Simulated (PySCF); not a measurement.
carbonyl sulfide (COS), SMILES O=C=S.

The structure is a stationary point at B3LYP-D3(BJ)/def2-TZVP.

Calculation: PySCF 2.14.0 with TDDFT-PBE/def2-TZVPD.

Vertical excitations; the highest root listed may be one member of a degenerate set. The molecule is in vacuum. State labels are in the subgroup C2v.

### Question
Give excitation energies, oscillator strengths and character. (The exact figures need the calculation; the answer reports its results.)

### Answer

```
state  symmetry  energy (eV)  λ (nm)      f                                                                main pairs
-----  --------  -----------  ------  -----  ------------------------------------------------------------------------
S1           A2         5.55     223  0.000                                        HOMO→LUMO 50 %, HOMO−1→LUMO+1 50 %
S2           A1         5.78     214  0.000                                 HOMO−1→LUMO, HOMO→LUMO+1 (degenerate set)
S3           A2         5.78     214  0.000                                 HOMO−1→LUMO+1, HOMO→LUMO (degenerate set)
S4           B2         6.99     177  0.034                                              HOMO→LUMO+2 (degenerate set)
S5           B1         6.99     177  0.034                                            HOMO−1→LUMO+2 (degenerate set)
S6           B2         7.85     158  0.001                                              HOMO→LUMO+3 (degenerate set)
S7           B1         7.85     158  0.001                                            HOMO−1→LUMO+3 (degenerate set)
S8           A1         7.98     155  0.422  HOMO→LUMO+1 25 %, HOMO−1→LUMO 25 %, HOMO−1→LUMO+4 24 %, HOMO→LUMO+5 24 %
S9           A1         8.36     148  0.000                               HOMO−1→LUMO+4, HOMO→LUMO+5 (degenerate set)
S10          A2         8.36     148  0.000                               HOMO→LUMO+4, HOMO−1→LUMO+5 (degenerate set)
T1           A1         4.77     260      0                                        HOMO−1→LUMO 50 %, HOMO→LUMO+1 50 %
T2           A1         5.05     245      0                                 HOMO→LUMO+1, HOMO−1→LUMO (degenerate set)
T3           A2         5.05     245      0                                 HOMO→LUMO, HOMO−1→LUMO+1 (degenerate set)
T4           A2         5.55     223      0                                        HOMO−1→LUMO+1 50 %, HOMO→LUMO 50 %
```
Triplets are in the Tamm–Dancoff approximation, which puts them higher than full response would, so one can lie above its singlet here.
